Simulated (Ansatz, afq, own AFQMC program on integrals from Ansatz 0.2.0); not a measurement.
**AFQMC, coupled cluster and functionals along a coordinate of H2O + SiH2, singlet**

```tsv
atom	x (Å)	y (Å)	z (Å)
O	-1.7597	0.0172	0.0000
H	-2.0090	0.9438	0.0000
H	-0.8001	0.0172	0.0000
Si	0.9883	0.0172	0.0000
H	1.6005	-0.8571	1.0900
H	1.6005	-0.8571	-1.0900
```

A hydrogen atom is moved from one rigid fragment to the other; the O1–H3 distance tells how far. The two fragments are held close together, so this isn't a minimum-energy path and the start is a compressed complex. Energies in kJ/mol count from this geometry (0.960 Å) at the same level; the start stands on RHF, each point on the determinant named.

Basis cc-pVTZ. Only valence electrons are correlated. Ansatz 0.2.0 and our own AFQMC program on the same integrals; the CISD trial comes from CCSD amplitudes, and released means the phaseless constraint is let go. Uncertainties: one standard error, sampling alone.

Cautions, each for one point or more: higher spins were not checked; released walk and highest rung disagree; restricted determinant unstable towards unrestricted; strong correlation; the ph-AFQMC/CISD walk drifts between its halves.

| r(O1–H3) / Å | det. | T1 | weight | PBE0 | B3LYP | CCSD(T) |
| --- | --- | --- | --- | --- | --- | --- |
| 1.059 | RHF | 0.014 | 0.85 | 20.4 | 19.1 | 24.2 |
| 1.109 | RHF | 0.015 | 0.84 | 39.5§ | 37.7 | 45.0 |
| 1.159 | RHF | 0.017 | 0.84 | 60.9§ | 59.4 | 68.5 |
| 1.208 | RHF | 0.019 | 0.83 | 82.6§ | 81.7§ | 92.6 |
| 1.308 | RHF | 0.027 | 0.81 | 126.6§ | 126.4§ | 142.5 |

Question: Estimate the curve of CCSDT(Q), counted from the same start.

Answer: 
```csv
r(O1–H3) / Å,det.,T1,weight,CCSDT(Q),ph-AFQMC/CISD
1.059,RHF,0.014,0.85,23.4,22.6 ± 1.1
1.109,RHF,0.015,0.84,43.7,42.9 ± 0.9
1.159,RHF,0.017,0.84,66.3,66.8 ± 0.9
1.208,RHF,0.019,0.83,89.4,90.1 ± 0.9
1.308,RHF,0.027,0.81,136.9,142.4 ± 0.9
```

Weight is that of the determinant in the CISD state; at the start T1 is 0.013 and the weight 0.85. § marks a functional whose ⟨S²⟩ is too high by over 0.1. Largest departures from CCSDT(Q), at the points where its series has closed: CCSD(T) 3.2 kJ/mol at 1.208 (on RHF), ph-AFQMC/CISD -0.8 kJ/mol at 1.059 (on RHF) (within the noise), B3LYP -6.9 kJ/mol at 1.159. Functionals count only at points shown to share the start's state and spin. In total energy ph-AFQMC/CISD lies 25 ± 8 meV above CCSDT(Q) at the start, so its agreement along the curve rests in part on cancellation.

A walk keeps the symmetry of its determinant, which the program's search chose and which needn't be the lowest solution, so a lower state of the same spin and another symmetry isn't excluded.
